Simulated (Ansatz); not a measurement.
Reaction: C2H2 (acetylene, SMILES C#C) → C2H (SMILES [C]#C, doublet) + H (doublet) (the C-H bond breaks)
Each species at its own B3LYP-D3(BJ)/def2-TZVP minimum (Ansatz, a first-principles code).

Wanted: bond dissociation energy (electronic), in kcal/mol. Radicals and triplets start from unrestricted determinants; spin-orbit coupling is neglected. CBS(X,Y): correlation extrapolated as X^-3, Hartree-Fock from the larger set (Q,5: extrapolated as (X+1)exp(-9√X)). A bracket is a step between two methods taken in the basis named. The functionals are non-relativistic, so their misses hold any scalar relativity. Double hybrids freeze cores in their MP2 part. '+ core + X2C': CCSD(T) terms for core correlation (cc-pwCVTZ) and scalar relativity (cc-pVTZ-DK). Where a partner has so few electrons that a lower coupled-cluster level is exact, that level stands in. The UHF reference of C2H ([C]#C, doublet) is spin-contaminated (<S^2> up to 0.36 over the pure value in the sets run).

CCSD(T)/CBS(cc-pVQZ,cc-pV5Z) + [CCSDT(Q) - CCSD(T)]/cc-pVTZ + [CCSDTQ - CCSDT(Q)]/cc-pVDZ + core + X2C (Ansatz) gives 139.3 kcal/mol.

### Question
How far off this value is PBE/def2-TZVPD (Ansatz), in which direction, and how far these levels: r2SCAN/def2-TZVPD, PBE0/def2-TZVPD, wB97M-V/def2-TZVPD, B2PLYP/def2-TZVPD, CCSD(T)/CBS(cc-pVQZ,cc-pV5Z) + core + X2C?

### Answer
PBE gives 137.6 kcal/mol, 1.7 kcal/mol below it. Differences of the others: r2SCAN/def2-TZVPD (Ansatz) -3.5; PBE0/def2-TZVPD (Ansatz) -1.8; wB97M-V/def2-TZVPD (Ansatz) 2.8; B2PLYP/def2-TZVPD (Ansatz) 0.6; CCSD(T)/CBS(cc-pVQZ,cc-pV5Z) + core + X2C (Ansatz) 0.9 kcal/mol.
